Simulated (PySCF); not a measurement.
Compound: C2H2F2S.
Numbering: `[F:1][C@@H:2]1[S:3][C@@H:4]1[F:5]` (hydrogens: H6 on C2; H7 on C4)

The same species was optimised twice, with GFN2-xTB and with PBE0-D3(BJ)/def2-SVP (PySCF), and the same property calculations (PySCF, gas phase) were run on both structures.

| coordinate | GFN2-xTB | PBE0-D3(BJ)/def2-SVP | change |
| --- | --- | --- | --- |
| C2–C4 (Å) | 1.488 | 1.475 | -0.013 |
| C2–H6 (Å) | 1.086 | 1.097 | +0.011 |
| C4–H7 (Å) | 1.087 | 1.097 | +0.010 |
| C4–F5 (Å) | 1.344 | 1.340 | -0.004 |
| F1–C2 (Å) | 1.344 | 1.340 | -0.004 |
| C2–S3 (Å) | 1.801 | 1.804 | +0.003 |
| S3–C4 (Å) | 1.802 | 1.803 | +0.001 |
| F1–C2–C4 (°) | 118.5 | 116.3 | -2.2 |
| C2–C4–F5 (°) | 118.4 | 116.3 | -2.1 |
| F1–C2–H6 (°) | 110.6 | 111.7 | +1.1 |
| F5–C4–H7 (°) | 110.6 | 111.7 | +1.1 |
| S3–C4–H7 (°) | 117.2 | 116.7 | -0.5 |
| C4–C2–H6 (°) | 120.6 | 121.1 | +0.5 |
| C2–S3–C4 (°) | 48.8 | 48.3 | -0.5 |
| S3–C2–H6 (°) | 117.2 | 116.7 | -0.5 |

Rotational constants: A = 4818, B = 4600, C = 2746 MHz (GFN2-xTB) against A = 5095, B = 4487, C = 2790 MHz (PBE0-D3(BJ)/def2-SVP). Point groups within 0.08 Å: Cs and Cs.

On the GFN2-xTB structure: lowest singlet, TDDFT (eV) 5.43 [PBE0/def2-SVPD]; lowest triplet, Tamm–Dancoff (eV) 4.92 [PBE0/def2-SVPD]; isotropic polarisability (au) 44.9 [PBE0/def2-SVPD]; HOMO (eV) -7.79 [PBE0/def2-SVPD]; LUMO (eV) -0.51 [PBE0/def2-SVPD]; dipole (D) 2.49 [PBE0/def2-SVPD].

Task: What do these properties become on the PBE0-D3(BJ)/def2-SVP structure?

Result: 
```csv
property,level,on GFN2-xTB,on PBE0-D3(BJ)/def2-SVP,change
"lowest singlet, TDDFT (eV)",PBE0/def2-SVPD,5.43,5.44,+0.01
"lowest triplet, Tamm–Dancoff (eV)",PBE0/def2-SVPD,4.92,4.94,+0.02
isotropic polarisability (au),PBE0/def2-SVPD,44.9,45.0,+0.1
HOMO (eV),PBE0/def2-SVPD,-7.79,-7.80,-0.01
LUMO (eV),PBE0/def2-SVPD,-0.51,-0.51,0.00
dipole (D),PBE0/def2-SVPD,2.49,2.49,0.00
"energy, GFN2-xTB geometry as zero (kcal/mol)",PBE0/def2-SVPD,0.0,-0.3,-0.3
```

The heavy atoms differ by 0.037 Å rms after alignment. Among all bonds C2–C4 changes most (-0.013 Å). Changes are differences of the printed values. Neither structure is proved a minimum here.
